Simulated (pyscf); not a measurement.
PySCF, gas phase, ωB97X-D3(BJ)/def2-SVP geometries. MP2 and CC: frozen core, UHF for open shells. ΔMP2 is the change of the MP2 total energy from the triple- to the quadruple-zeta basis.

Q: For H₃Si–SeH (SMILES [SiH3][SeH]) + H• (SMILES [H]) → SeH• (SMILES [SeH]) + SiH₄ (SMILES [SiH4]), a substitution at Si (doublet surface; Se–Si broken, H–Si formed), PBE/def2-TZVP gives ΔE‡ = -0.05 eV and ΔE = -0.50 eV (zero: the separated reactants). In which direction and how far do r²SCAN/def2-TZVP, M06-2X/def2-TZVP, CCSD(T)/def2-TZVPP + ΔMP2(QZVPP) move these?

A: r²SCAN: ΔE‡ = -0.05 eV, ΔE = -0.58 eV; M06-2X: ΔE‡ = 0.23 eV, ΔE = -0.71 eV; CCSD(T): ΔE‡ = 0.24 eV, ΔE = -0.63 eV. PBE's barrier matches one of them and lies within 0.29 eV of the others. Its reaction energy lies over all of them, by 0.07 to 0.21 eV. At PBE, r²SCAN this geometry lies under the reactants; that is no barrier but a single point on another level's saddle; such a level's own saddle, if it has one, lies nearer that side and is low. One saddle was located; it need not be the lowest between these sides. The angle at the attacked Si is 61° (front-side attack). The CCSD(T) − MP2 part came from Ansatz, without density fitting, on the same reference. The frozen core leaves the outer d or s,p core shells of the metals and heavy elements correlated in the MP2 and CC values, and def2-TZVPP describes them poorly, which can shift differences by a few kcal/mol. Left out: the spin-orbit lowering of SeH, which is large for Br, Se, Te and I. Elements up to Kr have no core potential and no relativistic terms here.
